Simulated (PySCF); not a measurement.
# Bond curve of NO

Set-up: N cc-pVTZ, O cc-pVTZ; no relativity (PySCF 2.14). Energies in eV from N + O in their ground configurations at the same level. State: ²Π (doublet), unpaired electrons π ↑.

All columns are PBE0. A positive dipole means N(−)O(+).

| R (Å) | E (eV) | μ (D) | Mulliken charge on N (basis-dependent) | HOMO (eV) | LUMO (eV) | Mayer bond order | ⟨S²⟩ |
| --- | --- | --- | --- | --- | --- | --- | --- |
| 0.983 | -4.541 | 0.55 | -0.21 | -4.08 | -0.48 | 2.28 | 0.75 |
| 1.029 | -5.700 | 0.43 | -0.14 | -4.76 | -1.13 | 2.27 | 0.75 |
| 1.074 | -6.347 | 0.30 | -0.08 | -5.37 | -1.72 | 2.27 | 0.75 |
| 1.109 | -6.577 | 0.21 | -0.03 | -5.80 | -2.14 | 2.26 | 0.75 |
| 1.143 | -6.640 | 0.12 | 0.00 | -6.20 | -2.53 | 2.25 | 0.75 |
| 1.177 | -6.571 | 0.02 | 0.03 | -6.56 | -2.90 | 2.24 | 0.75 |
| 1.223 | -6.324 | -0.10 | 0.06 | -7.01 | -3.35 | 2.23 | 0.75 |
| 1.280 | -5.840 | -0.24 | 0.09 | -7.51 | -3.86 | 2.23 | 0.76 |
| 1.349 | -5.106 | -0.41 | 0.12 | -8.01 | -4.41 | 2.21 | 0.77 |
| 1.440 | -4.055 | -0.53 | 0.12 | -8.46 | -4.74 | 1.97 | 1.00 |

A fit through these points gives, at Re = 1.141 Å, μ = 0.12 D and dμ/dR = -2.67 D/Å; the reduced mass is 7.466 u.

How strong is the fundamental in the double-harmonic approximation, I = 42.26·(dμ/dR)²/μred km/mol?

I = 42.26·(-2.67)²/7.466 = 40.4 km/mol at PBE0.

⟨S²⟩ of the unrestricted solution departs from its pure value on part of the curve, where spin states mix. The state is the lowest determinant that a PBE0 search found; another state may lie lower at other levels.
